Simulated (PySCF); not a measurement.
**S: electron affinity**

S⁻ [Ne] 3s2 3p5 (2P) → S [Ne] 3s2 3p4 (3P), as a difference of total energies. All numbers are calculated (PySCF 2.14, scalar relativity by spin-free X2C-1e, in aug-cc-pVDZ-DK (5s4p2d, 27 functions)). Correlated levels: valence: [Ne] frozen. The calculations carry no spin-orbit coupling.

**Question.** Order these methods by the electron affinity they give, lowest first.
A. r2SCAN
B. LDA
C. HSE06
D. MP2 (valence)

**Answer.** D (1.784 eV), C (2.078 eV), A (2.134 eV), B (2.383 eV).

Errors of the correlated levels include the incompleteness of this basis and the frozen core.

In the anion the highest occupied orbital energy is positive at LDA, PBE, PBE0, r2SCAN, BLYP, B97-3, HSE06, a self-interaction effect; the basis confines that electron, and the energy difference can still be sensible.

For comparison: 2.077 eV (measured; photodetachment measurements, as compiled on the Wikipedia data page of electron affinities).
